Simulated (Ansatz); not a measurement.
# Molecular dynamics, step by step

C$_{2}$H$_{5}$Si (SMILES C=[SiH][CH2+]) (charge +1), singlet, PBE0-D4/def2-SVP (Ansatz 0.2.0). Settings (timestep in fs, temperature in K; T counts 18 degrees of freedom):

```yaml
hamiltonian: {xc: pbe0, dispersion: d4}
md: {n_steps: 80, timestep: 0.75, temperature: 100, ensemble: nve, seed: 715, initial_velocities: maxwell_boltzmann}
```

Start (the SMILES describes the start alone):

C1  (-1.037, 0.782, -0.724)
Si2  (0.413, 0.593, 0.350)
C3  (0.759, -1.183, 0.492)
H4  (-1.545, -0.070, -1.162)
H5  (-1.471, 1.738, -0.991)
H6  (1.157, 1.665, 0.973)
H7  (1.572, -1.598, 1.074)
H8  (0.153, -1.928, -0.012)
(Å)

```csv
step,time (fs),potential energy less the start (meV),kinetic energy (meV),T (K)
0,0.00,0.0,77.6,100
5,3.75,-1.7,78.9,102
10,7.50,1.3,75.9,98
15,11.25,-9.3,86.5,112
20,15.00,20.8,56.9,73
25,18.75,6.8,70.2,90
30,22.50,-1.8,79.1,102
35,26.25,1.2,76.3,98
40,30.00,12.3,64.9,84
45,33.75,0.2,76.6,99
50,37.50,24.0,53.7,69
55,41.25,20.6,56.9,73
60,45.00,-15.0,91.8,118
65,48.75,-14.2,91.4,118
70,52.50,17.1,60.7,78
75,56.25,22.1,55.3,71
80,60.00,-14.4,91.0,117
```

Step 20, positions (Å) and forces (eV/Å):

```json
{"atom": "C1", "x": "-0.986", "y": "0.756", "z": "-0.693", "Fx": "-1.486", "Fy": "0.248", "Fz": "-0.756"}
{"atom": "Si2", "x": "0.406", "y": "0.581", "z": "0.341", "Fx": "0.296", "Fy": "0.219", "Fz": "0.089"}
{"atom": "C3", "x": "0.735", "y": "-1.130", "z": "0.471", "Fx": "0.091", "Fy": "-0.966", "Fz": "0.367"}
{"atom": "H4", "x": "-1.488", "y": "-0.153", "z": "-1.107", "Fx": "0.306", "Fy": "0.585", "Fz": "0.137"}
{"atom": "H5", "x": "-1.490", "y": "1.724", "z": "-0.930", "Fx": "0.244", "Fy": "-0.561", "Fz": "0.013"}
{"atom": "H6", "x": "1.133", "y": "1.644", "z": "0.983", "Fx": "0.364", "Fy": "0.517", "Fz": "0.285"}
{"atom": "H7", "x": "1.533", "y": "-1.546", "z": "1.123", "Fx": "-0.364", "Fy": "-0.140", "Fz": "-0.417"}
{"atom": "H8", "x": "0.049", "y": "-1.828", "z": "-0.059", "Fx": "0.549", "Fy": "0.098", "Fz": "0.281"}
```

Step 60, positions (Å) and forces (eV/Å):

| atom | x | y | z | Fx | Fy | Fz |
| --- | --- | --- | --- | --- | --- | --- |
| C1 | -1.014 | 0.757 | -0.711 | -0.412 | 0.085 | 0.138 |
| Si2 | 0.420 | 0.598 | 0.345 | -0.423 | -0.927 | -0.557 |
| C3 | 0.741 | -1.166 | 0.472 | -0.373 | 0.770 | 0.346 |
| H4 | -1.513 | -0.144 | -1.140 | 0.387 | 0.427 | 0.121 |
| H5 | -1.557 | 1.707 | -0.902 | 0.232 | -0.329 | -0.010 |
| H6 | 1.120 | 1.664 | 1.043 | 0.211 | 0.279 | 0.117 |
| H7 | 1.466 | -1.588 | 1.174 | 0.137 | -0.253 | -0.104 |
| H8 | 0.074 | -1.864 | -0.055 | 0.240 | -0.051 | -0.051 |

Step 65, positions (Å) and forces (eV/Å):

```tsv
atom	x	y	z	Fx	Fy	Fz
C1	-1.001	0.756	-0.702	-0.634	0.695	0.071
Si2	0.414	0.587	0.338	0.406	0.549	0.214
C3	0.736	-1.141	0.472	0.397	-1.015	0.891
H4	-1.495	-0.120	-1.130	0.054	-0.123	-0.169
H5	-1.537	1.714	-0.872	0.203	-0.336	-0.060
H6	1.130	1.687	1.058	-0.199	-0.358	-0.287
H7	1.479	-1.600	1.182	-0.477	0.335	-0.640
H8	0.100	-1.884	-0.046	0.250	0.253	-0.019
```

Last step (80):

C1  (-1.003, 0.775, -0.683)
Si2  (0.406, 0.571, 0.326)
C3  (0.736, -1.131, 0.502)
H4  (-1.422, -0.088, -1.197)
H5  (-1.495, 1.735, -0.880)
H6  (1.118, 1.653, 1.008)
H7  (1.538, -1.567, 1.139)
H8  (0.188, -1.856, -0.125)
(Å)

Hardware: 2 CPU threads of an Intel Xeon Platinum 8259CL, shared host. Wall time about 99 s.
